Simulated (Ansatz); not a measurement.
Molecule: C4H4N (charge 0, doublet). It need not be the lowest isomer of its formula. 
Geometry from a B3LYP-D3(BJ)/def2-TZVP (Ansatz, a program for electronic structure) optimisation:
```
N
H 1 1.0047
C 1 1.3696 2 124.85
H 3 1.0769 1 121.24 2 0.00
C 1 1.3805 2 124.99 3 180.00
C 5 1.3635 1 105.23 2 -180.00
H 5 1.0748 6 132.67 1 180.00
C 3 1.3812 4 130.21 1 -180.00
H 8 1.0760 3 126.37 4 0.00
```
Charge 0, spin multiplicity 2.

Computed values are from Ansatz. Valence correlation only, unless marked. Open shells are spin-unrestricted. Spin-orbit coupling is left out. No relativistic terms. CBS marks a two-point X^-3 extrapolation of the correlation energy; Hartree-Fock from the larger set. [CCSD(T)-MP2]/basis is that difference in the basis named.

- atomisation energy De: 3938.3 kJ/mol at RI-MP2/CBS(cc-pVTZ,cc-pVQZ)+[CCSD(T)-MP2]/cc-pVDZ
- total energy: -209.1944 Eh at RI-MP2/CBS(cc-pVTZ,cc-pVQZ)+[CCSD(T)-MP2]/cc-pVDZ
- dipole moment: 2.54 D at wB97M-V/def2-TZVPD
- T1 diagnostic: 0.031 at CCSD/cc-pVDZ

The UHF reference is spin-contaminated (<S^2> 0.20 over the pure value in the largest basis).
